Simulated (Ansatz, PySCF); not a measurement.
Reaction: C2H6O (ethanol, SMILES OCC) → CH3 (SMILES [CH3], doublet) + CH3O (SMILES O[CH2], doublet) (the C-C bond breaks)
Each species at its own B3LYP-D3(BJ)/def2-TZVP minimum (Ansatz, an electronic-structure program), one conformer.

Quantity: bond dissociation energy (enthalpy at 298 K, ideal-gas terms from PySCF's Hessians at B3LYP-D3(BJ)/def2-TZVP), in kJ/mol. UHF or UKS for unpaired electrons; spin-orbit terms are left out. CBS(X,Y): correlation extrapolated as X^-3, Hartree-Fock from the larger set. A bracket is a step between two methods taken in the basis named. Functionals run without relativity, which enters their misses. Double hybrids freeze cores in their MP2 part. 'core' is core correlation in cc-pwCVTZ, 'X2C' scalar relativity in cc-pVTZ-DK, both at CCSD(T).

From measured enthalpies of formation at 298 K: 87.2 kcal/mol (Active Thermochemical Tables 1.112 (ions: stationary electron), as tabulated in the package chemicals). The calculations leave out spin-orbit terms.

Question: What does PBE/def2-TZVPD (Ansatz) give here, and how do the other levels compare?

Answer: PBE gives 351.0 kJ/mol, 14.0 kJ/mol below it. Errors of the others: r2SCAN/def2-TZVPD (Ansatz) -36.4; B3LYP/def2-TZVPD (Ansatz) -30.8; PBE0/def2-TZVPD (Ansatz) -15.6; wB97M-V/def2-TZVPD (Ansatz) -0.7; B2PLYP/def2-TZVPD (Ansatz) -17.7; CCSD(T)/CBS(cc-pVTZ,cc-pVQZ) + core + X2C (Ansatz) 2.0; CCSD(T)/CBS(cc-pVTZ,cc-pVQZ) + [CCSDT(Q) - CCSD(T)]/cc-pVDZ + core + X2C (Ansatz) 1.7 kJ/mol. Nearer than PBE: wB97M-V/def2-TZVPD, CCSD(T)/CBS(cc-pVTZ,cc-pVQZ) + core + X2C, CCSD(T)/CBS(cc-pVTZ,cc-pVQZ) + [CCSDT(Q) - CCSD(T)]/cc-pVDZ + core + X2C.
